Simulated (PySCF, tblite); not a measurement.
# Complex of ammonium and 4 × water

A gas-phase complex of ammonium and 4 × water; charge +1, singlet. The structure comes from a short search (6 tight-binding starts) and was relaxed by PBE0-D3(BJ)/def2-SVPD; another way of binding may lie lower. No frequency run checks that it is a minimum.

Parts: 1 = ammonium ([NH4+]), atoms 1–5, charge +1; 2 = water (O), atoms 6–8; 3 = water (O), atoms 9–11; 4 = water (O), atoms 12–14; 5 = water (O), atoms 15–17.

Coordinates in Å:
```
N1      0.076   -0.128   -0.246
H2     -0.275   -0.591   -1.108
H3     -0.652    0.487    0.182
H4      0.308   -0.829    0.493
H5      0.906    0.422   -0.465
O6      0.344   -1.635    2.008
H7      0.784   -2.424    2.333
H8     -0.179   -1.265    2.738
O9     -0.822   -1.364   -2.575
H10    -1.048   -0.942   -3.410
H11    -0.955   -2.307   -2.705
O12    -1.282   -0.128    3.790
H13    -0.809    0.357    4.476
H14    -2.027   -0.547    4.235
O15    -1.696    1.207    1.327
H16    -1.695    0.868    2.237
H17    -2.362    1.897    1.271
```

Contacts between parts, classed by geometry: H3···O15 1.708 Å (hydrogen bond, 162°); H4···O6 1.716 Å (hydrogen bond, 161°); H2···O9 1.746 Å (hydrogen bond, 178°); H16···O12 1.890 Å (hydrogen bond, 163°); H8···O12 1.902 Å (hydrogen bond, 163°).

Interaction energies are complex less parts, with the parts frozen as they stand in it; counterpoise-corrected, in kcal/mol (PySCF).

**Question.** Give the interaction energy at each level run.

**Answer.** 
```csv
level,interaction,superposition error removed
wB97M-D3(BJ)/def2-SVPD,-68.18,-3.76
PBE0-D3(BJ)/def2-SVPD,-70.50,-3.74
```

**Question.** What holds them together? Decompose the wB97M-D3(BJ)/def2-SVPD energy: frozen parts, their antisymmetrised product, then relaxation.

**Answer.** electrostatic -85.9, Pauli repulsion +56.4, orbital relaxation -38.1, dispersion correction -4.4 kcal/mol, which sum to the value before the counterpoise correction; the Pauli term holds the exchange-correlation of the frozen density too. Of the attraction, 67 % is electrostatic, 30 % is orbital relaxation, 3 % is dispersion correction.

The parts were also relaxed and run alone, at the levels used for the complex: shieldings by PBE0/pcSseg-1; core levels by delta-SCF with SCAN, pcX-2 on the ionised atom and pcseg-1 elsewhere, spin-free X2C.

Values alone: N1–H3 bond (Å): 1.027; shielding of H3 (ppm): 26.21; shielding of O15 (ppm): 335.3; shielding of H4 (ppm): 26.21; shielding of O6 (ppm): 335.3; N1 1s core level (eV): 417.00; O6 1s core level (eV): 539.76; O15 1s core level (eV): 539.76.

**Question.** How do these values change when the complex forms?

**Answer.** 
```
              property   alone  in the complex  change
        N1–H3 bond (Å)   1.027           1.045  +0.018
 shielding of H3 (ppm)   26.21           22.14   -4.07
shielding of O15 (ppm)   335.3           325.0   -10.3
 shielding of H4 (ppm)   26.21           22.30   -3.91
 shielding of O6 (ppm)   335.3           325.4    -9.9
 N1 1s core level (eV)  417.00          411.68   -5.33
 O6 1s core level (eV)  539.76          543.13   +3.38
O15 1s core level (eV)  539.76          543.11   +3.35
```
